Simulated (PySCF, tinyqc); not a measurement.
Worked calculation: RHF in the sto-3g basis, for CH+, spin multiplicity 1. This run ends on a higher stationary point, not on the lowest solution. The lowest restricted solution is unstable here: a spin-polarised one lies 0.0085 hartree lower (PySCF). One step of it, computed by the program tinyqc.

Question. Iteration 1: building the Fock matrix. J_ij = sum D_kl (ij|kl), K_ij = sum D_kl (ik|jl); F = H + J - 0.5 K; E = tr D H + tr D J / 2 - 0.25 tr D K + E_nn.

D at the start:
```
            1C 1s      1C 2s    1C 2px    1C 2py     1C 2pz      2H 1s
1C 1s    2.006310  -0.078407  0.000000  0.000000  -0.175671  -0.145155
1C 2s   -0.078407   0.535325  0.000000  0.000000   0.586776   0.390817
1C 2px   0.000000   0.000000  0.044238  0.294140   0.000000   0.000000
1C 2py   0.000000   0.000000  0.294140  1.955762   0.000000   0.000000
1C 2pz  -0.175671   0.586776  0.000000  0.000000   0.647208   0.432333
2H 1s   -0.145155   0.390817  0.000000  0.000000   0.432333   0.289192
```

core Hamiltonian H = T + V (hartree):
```
             1C 1s      1C 2s     1C 2px     1C 2py     1C 2pz      2H 1s
1C 1s   -18.143421  -4.372944   0.000000   0.000000  -0.010475  -0.562137
1C 2s    -4.372944  -5.096715   0.000000   0.000000  -0.117395  -1.439226
1C 2px    0.000000   0.000000  -4.024242   0.000000   0.000000   0.000000
1C 2py    0.000000   0.000000   0.000000  -4.024242   0.000000   0.000000
1C 2pz   -0.010475  -0.117395   0.000000   0.000000  -4.099635  -1.322036
2H 1s    -0.562137  -1.439226   0.000000   0.000000  -1.322036  -2.742382
```

Two-electron integrals (ij|kl) in chemists' order, unique and non-zero (hartree):
```
(11|11) 3.541948   (21|11) 0.576921   (21|21) 0.111888   (22|11) 0.854682
(22|21) 0.205284   (22|22) 0.624709   (31|31) 0.020296   (32|31) 0.030858
(32|32) 0.137996   (33|11) 0.852436   (33|21) 0.205335   (33|22) 0.624568
(33|33) 0.672833   (41|41) 0.020296   (42|41) 0.030858   (42|42) 0.137996
(43|43) 0.036269   (44|11) 0.852436   (44|21) 0.205335   (44|22) 0.624568
(44|33) 0.600295   (44|44) 0.672833   (51|51) 0.020296   (52|51) 0.030858
(52|52) 0.137996   (53|53) 0.036269   (54|54) 0.036269   (55|11) 0.852436
(55|21) 0.205335   (55|22) 0.624568   (55|33) 0.600295   (55|44) 0.600295
(55|55) 0.672833   (61|11) 0.073547   (61|21) 0.014189   (61|22) 0.026030
(61|33) 0.025948   (61|44) 0.025948   (61|51) 0.000826   (61|52) 0.001560
(61|55) 0.026204   (61|61) 0.001836   (62|11) 0.205024   (62|21) 0.050044
(62|22) 0.171418   (62|33) 0.167081   (62|44) 0.167081   (62|51) 0.004712
(62|52) 0.034827   (62|55) 0.179919   (62|61) 0.006624   (62|62) 0.066118
(63|31) 0.004699   (63|32) 0.025925   (63|53) 0.006503   (63|63) 0.007366
(64|41) 0.004699   (64|42) 0.025925   (64|54) 0.006503   (64|64) 0.007366
(65|11) 0.186929   (65|21) 0.046166   (65|22) 0.167676   (65|33) 0.159456
(65|44) 0.159456   (65|51) 0.008393   (65|52) 0.056848   (65|55) 0.183924
(65|61) 0.006343   (65|62) 0.076598   (65|65) 0.094492   (66|11) 0.379117
(66|21) 0.094035   (66|22) 0.368223   (66|33) 0.350033   (66|44) 0.350033
(66|51) 0.009909   (66|52) 0.101458   (66|55) 0.404078   (66|61) 0.012547
(66|62) 0.190319   (66|65) 0.242167   (66|66) 0.774606
```

nuclear repulsion = 2.29081044 hartree

Give: Coulomb J; exchange K; Fock matrix F; total energy of this density.

Answer.

Coulomb J (hartree):
```
         1C 1s  1C 2s  1C 2px  1C 2py  1C 2pz  2H 1s
1C 1s   10.140  1.896   0.000   0.000   0.043  0.243
1C 2s    1.896  4.048   0.000   0.000   0.256  1.156
1C 2px   0.000  0.000   3.967   0.021   0.000  0.000
1C 2py   0.000  0.000   0.021   4.106   0.000  0.000
1C 2pz   0.043  0.256   0.000   0.000   4.057  1.169
2H 1s    0.243  1.156   0.000   0.000   1.169  2.599
```

exchange K (hartree):
```
         1C 1s  1C 2s  1C 2px  1C 2py  1C 2pz  2H 1s
1C 1s    7.120  1.276   0.000   0.000  -0.007  0.164
1C 2s    1.276  1.061   0.000   0.000   0.602  0.601
1C 2px   0.000  0.000   0.261   0.187   0.000  0.000
1C 2py   0.000  0.000   0.187   1.477   0.000  0.000
1C 2pz  -0.007  0.602   0.000   0.000   0.846  0.638
2H 1s    0.164  0.601   0.000   0.000   0.638  0.780
```

Fock matrix F (hartree):
```
          1C 1s   1C 2s  1C 2px  1C 2py  1C 2pz   2H 1s
1C 1s   -11.564  -3.115   0.000   0.000   0.035  -0.400
1C 2s    -3.115  -1.579   0.000   0.000  -0.162  -0.583
1C 2px    0.000   0.000  -0.188  -0.072   0.000   0.000
1C 2py    0.000   0.000  -0.072  -0.657   0.000   0.000
1C 2pz    0.035  -0.162   0.000   0.000  -0.465  -0.472
2H 1s    -0.400  -0.583   0.000   0.000  -0.472  -0.534
```

total energy of this density = -36.94767 hartree
